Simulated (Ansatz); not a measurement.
**Molecular dynamics of C₃H₅**

The input (input.yaml):

```yaml
crystal:
  periodic: [false, false, false]
  atoms:
    - { symbol: C, position_ang: [-0.868609, -0.094552, -0.028922] }
    - { symbol: C, position_ang: [0.294966, 0.824691, 0.096099] }
    - { symbol: C, position_ang: [0.525948, -0.667928, 0.064079] }
    - { symbol: H, position_ang: [-1.679002, -0.194572, -0.754826] }
    - { symbol: H, position_ang: [0.667183, 1.65959, -0.502414] }
    - { symbol: H, position_ang: [-0.649452, 0.69311, 0.996134] }
    - { symbol: H, position_ang: [0.866658, -1.220134, 0.948459] }
    - { symbol: H, position_ang: [0.934508, -1.057304, -0.874407] }
magnetization:
  spin_polarized: true
  initial_magnetization: 1
basis:
  gaussian: { orbitals: STO-3G }
hamiltonian:
  xc: pbe0
  dispersion: d4
md:
  timestep: 0.5
  n_steps: 200
  ensemble: nve
  temperature: 300.0
  initial_velocities: maxwell_boltzmann
  seed: 9717
```

Command:

```bash
$ ansatz run input.yaml --threads 1 --pin off --max-ram 2048MiB --backend cpu --events-out ev --progress --plain --runs-dir out
```

It starts at the highest image of a converged band. Of that band: Neighbouring images differ by up to 1.6 eV, so the band resolves the path poorly. A vibrational analysis at the climbing image gives one clearly imaginary mode, 2651i cm⁻¹: a first-order saddle point.

Output, in part (step lines, the closing report, with atoms numbered from 0):

```
md step     0: t =     0.00 fs  T =   300.0 K  F+E_penalty+E_count = -3144.13964951 eV  E_kin = 0.232668 eV  conserved = -3143.90698151 eV  (24 SCF iters)
md step     1: t =     0.50 fs  T =   291.6 K  F+E_penalty+E_count = -3144.13288976 eV  E_kin = 0.226134 eV  conserved = -3143.90675562 eV  (29 SCF iters)
md step     2: t =     1.00 fs  T =   270.4 K  F+E_penalty+E_count = -3144.11595369 eV  E_kin = 0.209750 eV  conserved = -3143.90620407 eV  (29 SCF iters)
md step     3: t =     1.50 fs  T =   247.4 K  F+E_penalty+E_count = -3144.09741916 eV  E_kin = 0.191905 eV  conserved = -3143.90551405 eV  (28 SCF iters)
md step     4: t =     2.00 fs  T =   236.3 K  F+E_penalty+E_count = -3144.08811898 eV  E_kin = 0.183236 eV  conserved = -3143.90488332 eV  (29 SCF iters)
md step     5: t =     2.50 fs  T =   249.7 K  F+E_penalty+E_count = -3144.09808802 eV  E_kin = 0.193652 eV  conserved = -3143.90443561 eV  (29 SCF iters)
md step     6: t =     3.00 fs  T =   297.2 K  F+E_penalty+E_count = -3144.13468137 eV  E_kin = 0.230510 eV  conserved = -3143.90417125 eV  (28 SCF iters)
md step     7: t =     3.50 fs  T =   385.0 K  F+E_penalty+E_count = -3144.20260943 eV  E_kin = 0.298605 eV  conserved = -3143.90400437 eV  (28 SCF iters)
[... lines left out ...]
Total energy: -3145.93557782 eV, -115.6110000933 hartree
Atom 0 at    -0.817820     0.042674     0.086017 Å, force    -3.224687    -4.517717    -3.364132 eV/Å
Atom 1 at     0.279817     0.819076     0.055503 Å, force     7.614930     1.586224     0.552877 eV/Å
Atom 2 at     0.539692    -0.718599     0.024795 Å, force    -0.866548     2.023369     1.240777 eV/Å
Atom 3 at    -1.393513     0.002948    -0.823865 Å, force    -0.205181    -0.038916    -1.512406 eV/Å
Atom 4 at     0.808352     1.526328    -0.591021 Å, force    -0.896066     0.462578    -0.037961 eV/Å
Atom 5 at    -1.551935    -0.229278     0.738142 Å, force    -2.038514    -0.071081     4.051944 eV/Å
Atom 6 at     0.934194    -1.145161     0.996326 Å, force    -0.660729     0.261929    -1.435682 eV/Å
Atom 7 at     0.754354    -1.238608    -0.924387 Å, force     0.276794     0.293615     0.504583 eV/Å
Dipole moment:    -0.060967    -0.011627    -0.089366 e Å
```

The steps, from the saved trajectory:

```json
{"time (fs)": "0.0", "T (K)": "300", "potential energy less start (eV)": "0.000", "conserved less start (meV/atom)": "0.00"}
{"time (fs)": "3.0", "T (K)": "297", "potential energy less start (eV)": "0.005", "conserved less start (meV/atom)": "0.35"}
{"time (fs)": "6.0", "T (K)": "1556", "potential energy less start (eV)": "-0.973", "conserved less start (meV/atom)": "0.20"}
{"time (fs)": "9.0", "T (K)": "3585", "potential energy less start (eV)": "-2.556", "conserved less start (meV/atom)": "-1.07"}
{"time (fs)": "12.0", "T (K)": "2622", "potential energy less start (eV)": "-1.801", "conserved less start (meV/atom)": "0.01"}
{"time (fs)": "15.0", "T (K)": "2089", "potential energy less start (eV)": "-1.388", "conserved less start (meV/atom)": "-0.12"}
{"time (fs)": "18.0", "T (K)": "1424", "potential energy less start (eV)": "-0.877", "conserved less start (meV/atom)": "-0.60"}
{"time (fs)": "21.0", "T (K)": "1275", "potential energy less start (eV)": "-0.764", "conserved less start (meV/atom)": "-0.92"}
{"time (fs)": "24.0", "T (K)": "1377", "potential energy less start (eV)": "-0.834", "conserved less start (meV/atom)": "0.22"}
{"time (fs)": "27.0", "T (K)": "3109", "potential energy less start (eV)": "-2.186", "conserved less start (meV/atom)": "-0.90"}
{"time (fs)": "30.0", "T (K)": "3124", "potential energy less start (eV)": "-2.195", "conserved less start (meV/atom)": "-0.65"}
{"time (fs)": "33.0", "T (K)": "1734", "potential energy less start (eV)": "-1.111", "conserved less start (meV/atom)": "0.20"}
{"time (fs)": "36.0", "T (K)": "1697", "potential energy less start (eV)": "-1.086", "conserved less start (meV/atom)": "-0.23"}
{"time (fs)": "39.0", "T (K)": "1734", "potential energy less start (eV)": "-1.107", "conserved less start (meV/atom)": "0.70"}
{"time (fs)": "42.0", "T (K)": "2427", "potential energy less start (eV)": "-1.654", "conserved less start (meV/atom)": "-0.56"}
{"time (fs)": "45.0", "T (K)": "1768", "potential energy less start (eV)": "-1.137", "conserved less start (meV/atom)": "0.23"}
{"time (fs)": "48.0", "T (K)": "2489", "potential energy less start (eV)": "-1.706", "conserved less start (meV/atom)": "-1.04"}
{"time (fs)": "51.0", "T (K)": "2395", "potential energy less start (eV)": "-1.631", "conserved less start (meV/atom)": "-0.73"}
{"time (fs)": "54.0", "T (K)": "1951", "potential energy less start (eV)": "-1.280", "conserved less start (meV/atom)": "0.03"}
{"time (fs)": "57.0", "T (K)": "2048", "potential energy less start (eV)": "-1.360", "conserved less start (meV/atom)": "-0.56"}
{"time (fs)": "60.0", "T (K)": "1824", "potential energy less start (eV)": "-1.179", "conserved less start (meV/atom)": "0.31"}
{"time (fs)": "63.0", "T (K)": "2209", "potential energy less start (eV)": "-1.482", "conserved less start (meV/atom)": "-0.22"}
{"time (fs)": "66.0", "T (K)": "2521", "potential energy less start (eV)": "-1.724", "conserved less start (meV/atom)": "-0.14"}
{"time (fs)": "69.0", "T (K)": "2688", "potential energy less start (eV)": "-1.853", "conserved less start (meV/atom)": "-0.10"}
{"time (fs)": "72.0", "T (K)": "1915", "potential energy less start (eV)": "-1.255", "conserved less start (meV/atom)": "-0.32"}
{"time (fs)": "75.0", "T (K)": "807", "potential energy less start (eV)": "-0.390", "conserved less start (meV/atom)": "0.35"}
{"time (fs)": "78.0", "T (K)": "1860", "potential energy less start (eV)": "-1.214", "conserved less start (meV/atom)": "-0.50"}
{"time (fs)": "81.0", "T (K)": "3238", "potential energy less start (eV)": "-2.286", "conserved less start (meV/atom)": "-0.95"}
{"time (fs)": "84.0", "T (K)": "2773", "potential energy less start (eV)": "-1.919", "conserved less start (meV/atom)": "-0.12"}
{"time (fs)": "87.0", "T (K)": "2231", "potential energy less start (eV)": "-1.501", "conserved less start (meV/atom)": "-0.43"}
{"time (fs)": "90.0", "T (K)": "1588", "potential energy less start (eV)": "-1.002", "conserved less start (meV/atom)": "-0.35"}
{"time (fs)": "93.0", "T (K)": "1691", "potential energy less start (eV)": "-1.082", "conserved less start (meV/atom)": "-0.39"}
{"time (fs)": "96.0", "T (K)": "2187", "potential energy less start (eV)": "-1.465", "conserved less start (meV/atom)": "-0.21"}
{"time (fs)": "99.0", "T (K)": "2493", "potential energy less start (eV)": "-1.702", "conserved less start (meV/atom)": "-0.06"}
```

All steps were run. The conserved energy stayed within 1.2 meV per atom of its start (net change -0.51 meV per atom), so the integration is sound. The system heated up, since it started high on the potential surface and ran downhill. A run of 0.1 ps of so small a system gives no equilibrium averages. Limits of this set-up: minimal basis.

The step under study would form C1–H6 and break C2–H6. These pairs go: C1–H6 1.31 → 1.02 Å, C2–H6 1.31 → 2.22 Å. In the last frame they stand as after the step (other bonds may differ from the relaxed reactants and products). It ends as one piece, C3H5. Pairs count as bonded within 1.25 times the sum of covalent radii (0.12 Å more for H–H).

Last frame:

```xyz
8
Properties=species:S:1:pos:R:3
C -0.818 0.043 0.086
C 0.280 0.819 0.056
C 0.540 -0.719 0.025
H -1.393 0.003 -0.824
H 0.808 1.526 -0.591
H -1.552 -0.229 0.738
H 0.934 -1.145 0.996
H 0.754 -1.239 -0.924
```

The run took 6.3 min on 1 thread of Arm Neoverse N1, on a shared host, peak memory 0.17 GiB.
